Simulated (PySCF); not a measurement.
For zinc-blende AlP, PBE in PySCF (GTH pseudopotentials, Gaussian basis) gives:

- equilibrium lattice constant a = 5.516 Å
- bulk modulus = 82.8 GPa
- cohesive energy = 4.07 eV/atom

What does MP2 (GTH pseudopotentials, Gaussian basis; PySCF) give for the same quantities?


- lattice constant a: 5.441 Å (decreases by 1.4 %)
- bulk modulus: 97.0 GPa (goes up by 17 %)
- cohesive energy: 4.67 eV/atom (rises by 0.60 eV/atom)

For comparison: lattice constant a 5.451 Å (measured, static lattice: zero-point anharmonic expansion removed; as tabulated in Mejia-Rodriguez and Trickey (2018), arXiv:1807.09216); cohesive energy 4.32 eV/atom (measured, static lattice: zero-point vibration energy added, our sources range from 4.20 to 4.32; as tabulated in Mejia-Rodriguez and Trickey (2018), arXiv:1807.09216).

Changes are worked out from the printed values.

Unless a cell is named, each level is at its own relaxed cell (PBE 20.98, MP2 20.14 Å³/atom).
